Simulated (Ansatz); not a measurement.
# r2SCAN0/def2-TZVP run of HNO2 (nitrous acid)

Aim: the vertical singlet–triplet gap of HNO2 (nitrous acid) at r2SCAN0/def2-TZVP, from 2 runs. 

The results are computed with Ansatz 0.2.0.

55 further runs of the same task are left out: 55 set aside as unsound or not needed.

### 1 Starting point

HNO2: 4 atoms, total charge 0, spin state singlet. As SMILES, `O=NO`. Geometry: relaxed at PBE0-D4/def2-TZVP.

Bond lengths: O1–N2 1.162 Å, N2–O3 1.397 Å, O3–H4 0.967 Å. Angles: O1–N2–O3 111.2°, N2–O3–H4 102.9°.

### 2 A single-point energy at r2SCAN0/def2-TZVP

File molecule.yaml:

```yaml
crystal:
  periodic: [false, false, false]
  atoms:
    - {symbol: O, position_ang: [0.413650, 0.047230, 1.437260]}
    - {symbol: N, position_ang: [0.320150, -0.419400, 0.377370]}
    - {symbol: O, position_ang: [-0.362650, 0.434660, -0.492650]}
    - {symbol: H, position_ang: [-0.371140, -0.062490, -1.321980]}
basis:
  gaussian:
    orbitals: def2-TZVP
hamiltonian:
  xc: {name: r2SCAN0}
accuracy: high
output: {orbitals: {seedname: orbitals}}
```

Started as:

```bash
ansatz run molecule.yaml --threads 1 --pin off --max-ram 3480MiB --events-out events.jsonl --progress --plain --runs-dir runs
```

Log:

```text
Warning: RAYON_NUM_THREADS=1 ignored (pool sized by the plan → 1); use --threads N
Functional definition: r2SCAN0
  name "r2SCAN0"
  parameter a = 0.25
  parameter k0 = 0.174
  parameter k1 = 0.065
  parameter a1 = 4.9479
  exchange = (1 - a)*r2scan_x(k0 = k0, k1 = k1, a1 = a1) + a*exact_x
  correlation = r2scan_c
1704 factors; integrals over basis functions are off by at most 3.2e-9 eV
mean field evaluation 1: about -5593.3824 eV, gradient 4.3e1 eV
mean field evaluation 2: about -5589.5488 eV, gradient 6.5e1 eV
mean field evaluation 4: about -5596.1074 eV, gradient 1.7e0 eV
mean field evaluation 8: about -5596.1134 eV, gradient 2.7e-2 eV
mean field evaluation 16: about -5596.1134 eV, gradient 1.1e-6 eV
mean field -5596.11335398 eV, -205.6533725770 hartree, gradient 3.2e-8 eV, S^2 0.000000; 0 other end points of the search recorded, 0 dependent functions left out
reference -5596.11335434 eV, -205.6533725901 hartree; 12, 12 occupied and 87, 87 virtual orbitals, 1704 factors
Total energy: -5596.11335434 eV, -205.6533725901 hartree
```

It took 6.3 s on 1 thread of Arm Neoverse V1, shared host; peak memory 0.27 GiB.

### 3 The triplet, same level

File in.yaml:

```yaml
crystal:
  periodic: [false, false, false]
  atoms:
    - symbol: O
      position_ang: [0.413650, 0.047230, 1.437260]
    - symbol: "N"
      position_ang: [0.320150, -0.419400, 0.377370]
    - symbol: O
      position_ang: [-0.362650, 0.434660, -0.492650]
    - symbol: H
      position_ang: [-0.371140, -0.062490, -1.321980]
basis:
  gaussian:
    orbitals: def2-TZVP
magnetization:
  spin_polarized: true
  initial_magnetization: 2
hamiltonian:
  xc: {name: r2SCAN0}
accuracy: high
output: {orbitals: {seedname: orbitals}}
```

Started as:

```bash
ansatz run in.yaml --threads 1 --pin off --max-ram 3480MiB --events-out events.jsonl --progress --plain --runs-dir runs
```

Log, shortened:

```text
Warning: RAYON_NUM_THREADS=1 ignored (pool sized by the plan → 1); use --threads N
[... 8 set-up lines as earlier in the session ...]
1704 factors; integrals over basis functions are off by at most 3.2e-9 eV
mean field evaluation 1: about -5592.0333 eV, gradient 2.4e1 eV
mean field evaluation 2: about -5591.2426 eV, gradient 2.9e1 eV
mean field evaluation 4: about -5593.8624 eV, gradient 2.2e0 eV
mean field evaluation 8: about -5593.9185 eV, gradient 1.6e-1 eV
mean field evaluation 16: about -5593.9189 eV, gradient 3.0e-4 eV
mean field -5593.91894297 eV, -205.5727294597 hartree, gradient 5.8e-8 eV, S^2 2.016502; 0 other end points of the search recorded, 0 dependent functions left out
reference -5593.91894375 eV, -205.5727294884 hartree; 13, 11 occupied and 86, 88 virtual orbitals, 1704 factors
Total energy: -5593.91894375 eV, -205.5727294884 hartree
```

Run time: 12 s. Hardware: 1 thread of Arm Neoverse V1, shared host; peak memory 0.39 GiB.

### 4 Results

At r2SCAN0/def2-TZVP:

| quantity | value |
| --- | --- |
| singlet: total energy | -205.65337 Eh |
| singlet: HOMO energy | -8.35 eV |
| singlet: LUMO energy | -2.01 eV |
| singlet: HOMO–LUMO gap | 6.34 eV |
| triplet: total energy | -205.57273 Eh |
| triplet: HOMO energy (highest over α and β) | -5.99 eV |
| triplet: LUMO energy (lowest over α and β) | -4.07 eV |
| triplet: ⟨S²⟩ | 2.017 |
| vertical energy of the triplet above the singlet | 2.194 eV |

At this shape the triplet lies 2.19 eV (51 kcal/mol) above the singlet.
